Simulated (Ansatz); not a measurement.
# B₂H₅ (doublet): from Hartree-Fock to the top rungs at distance B1–H4 along a hydrogen transfer = 1.379 Å, cc-pVDZ

One table from this session's results is given with a row withheld; the runs are named, their logs left out.

Computed with Ansatz 0.2.0, Gaussian basis. Level: cc-pVDZ, core rule «outside noble gas», up to 2 orbitals frozen.

The runs, in order: UHF; CCSD(T) on ROHF; CCSD(T) on UHF; BCCD(T) on ROHF; CISD; CCSDT(Q) on ROHF; CCSDT(Q) on UHF; CASSCF and MRCISD+Q, 3 electrons in 3 orbitals; CASSCF and NEVPT2, 3 electrons in 3 orbitals; CASSCF and NEVPT2, 9 electrons in 9 orbitals.

9 further runs of the same task are left out: 3 for a mislabelled method, 5 that didn't finish, 1 set aside as unsound or not needed.

## The system

The geometry derives from fragments relaxed apart (PBE0/def2-TZVP) and kept rigid, so it is no stationary point. A hydrogen atom is moved between rigid fragments.

7 atoms, charge 0, spin multiplicity 2.

Atoms are counted from 1 here; the program's logs count them from 0.

Bond lengths: B1–H2 1.193 Å, B1–H3 1.193 Å, B1–H4 1.379 Å, H4–B5 1.309 Å, B5–H6 1.191 Å, B5–H7 1.191 Å. Angles: H2–B1–H3 120.0°, H2–B1–H4 120.0°, H3–B1–H4 120.0°, B1–H4–B5 180.0°, H4–B5–H6 115.3°, H4–B5–H7 115.3°, H6–B5–H7 129.4°.

Set-up of the first run:

Input file in.yaml:

```yaml
crystal:
  periodic: [false, false, false]
  atoms:
    - {symbol: B, position_ang: [-1.338695, 0.000000, 0.000000]}
    - {symbol: H, position_ang: [-1.935429, 1.033571, 0.000000]}
    - {symbol: H, position_ang: [-1.935429, -1.033571, 0.000000]}
    - {symbol: H, position_ang: [0.040305, 0.000000, 0.000000]}
    - {symbol: B, position_ang: [1.349305, 0.000000, 0.000000]}
    - {symbol: H, position_ang: [1.858378, 0.000000, 1.077008]}
    - {symbol: H, position_ang: [1.858378, 0.000000, -1.077008]}
basis:
  gaussian: {orbitals: cc-pVDZ}
magnetization: {spin_polarized: true, initial_magnetization: 1}
hamiltonian: {xc: hf}
output: {orbitals: {seedname: orbitals}}
```

Command:

```
ansatz run in.yaml --threads 1 --pin off --events-out ev --progress --plain --max-ram 2393MiB
```

Among the steps run: UHF; CCSD(T) on ROHF; CCSD(T) on UHF; BCCD(T) on ROHF; CISD; CCSDT(Q) on ROHF; CCSDT(Q) on UHF; CASSCF and MRCISD+Q, 3 electrons in 3 orbitals; CASSCF and NEVPT2, 3 electrons in 3 orbitals; CASSCF and NEVPT2, 9 electrons in 9 orbitals.

One table of the session follows, with a row left open; its other results are not shown here.

| method | from UCCSDT(Q) (kcal/mol) |
| --- | --- |
| ROHF | +144.15 |
| UHF | +141.74 |
| RMP2 | ? |
| UMP2 | +31.06 |
| CISD | +14.08 |
| RCCSD | +3.61 |
| UCCSD | +3.57 |
| RCCSD(T) | +0.72 |
| UCCSD(T) | +0.72 |
| BCCD(T) | +0.72 |
| RCCSDT | +0.11 |
| UCCSDT | +0.10 |
| RCCSDT(Q) | +0.01 |
| UCCSDT(Q) | 0 |
| CASSCF pair | +133.10 |
| NEVPT2 pair | +31.40 |
| CASSCF frontier | +102.04 |
| NEVPT2 frontier | +30.01 |

Estimate the missing values for RMP2.

**Answer.** from UCCSDT(Q) (kcal/mol): +31.02. In the column «from UCCSDT(Q) (kcal/mol)» it lies between NEVPT2 frontier (+30.01) and UMP2 (+31.06).

Among the levels timed on like hardware and quicker than the yardstick, those that no quicker one beats, quickest first: NEVPT2 pair (1.9 s, +31.40 kcal/mol); CISD (3.5 s, +14.08 kcal/mol); RCCSD(T) (4.9 s, +0.72 kcal/mol); UCCSD(T) (6 s, +0.72 kcal/mol).

Not comparable, so not listed: CASSCF and MRCISD+Q, 3 electrons in 3 orbitals (they don't share determinant, frozen orbitals or solution with the rows shown, or repeat one).

Limits of these values: Of the multireference levels listed NEVPT2 frontier comes nearest in total energy (+30.01 kcal/mol), which doesn't show that its space is the better one. Restricted and unrestricted rows rest on different reference determinants; where their highest levels disagree by more than a few hundredths of an eV, they describe different states and don't form one ladder. Warnings in the runs' records: passed over end.
